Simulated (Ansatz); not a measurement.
Basis-set extrapolation for CH$_{5}$FN$_{2}$O, SMILES `NC(N)(O)F` (PBE0-D4/def2-TZVP geometry, frozen core, Ansatz 0.2.0). Multiplicity 1, RHF reference.

```json
{"": "HF", "def2-TZVPP": "-324.137788", "def2-QZVPP": "-324.152515"}
{"": "MP2 correlation", "def2-TZVPP": "-1.080874", "def2-QZVPP": "-1.166736"}
{"": "CCSD(T) correlation", "def2-TZVPP": "-1.140366", "def2-QZVPP": "not run"}
```

Energies in hartree. Use E(X) = E(∞) + A·exp(−7.88·√X) for Hartree–Fock and E(X) = E(∞) + B·X^(−2.97) for correlation, with X = 3 and 4, and add CCSD(T) minus MP2 of the smaller set to the MP2 limit.

**Question.** What is the CCSD(T) energy at the basis-set limit?

**Answer.** HF limit: -324.152515 + (-0.014727) × 0.13774 = -324.15454. MP2 limit: -1.166736 + (-0.085862) × 0.74074 = -1.23034. Higher-order term: -1.140366 − (-1.080874) = -0.05949. Total: -325.44437 hartree, 436.4 kJ/mol below CCSD(T)/def2-TZVPP.
